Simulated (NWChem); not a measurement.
# A calculation on H$_{2}$Si

```xyz
3

Si     0.0000     0.0000     0.1341
H      1.0961     0.0000    -0.9390
H     -1.0961     0.0000    -0.9390
```
Charge 0, spin multiplicity 1.

The numbers come from NWChem runs, not from measurements. The geometry was optimised at PBE0/def2-SVP, a minimum by its harmonic frequencies.

Symmetry labels belong to the abelian group C2v used in the runs, with the axes of the coordinates shown.

The correlated methods keep 5 core orbitals frozen. The structure started from a generated list of species.

Q: List the 4 singlet excitations that EOM-CCSD/def2-SVPD, 5 core orbitals frozen gives, with oscillator strengths.

A: 
```
state  symmetry  energy (eV)  wavelength (nm)      f
-----  --------  -----------  ---------------  -----
1            b2         2.50              496  0.014
2            a2         4.63              268  0.000
3            a1         6.51              190  0.074
4            b1         7.25              171  0.245
```
These are the lowest roots of each symmetry, so higher states are missing between them.
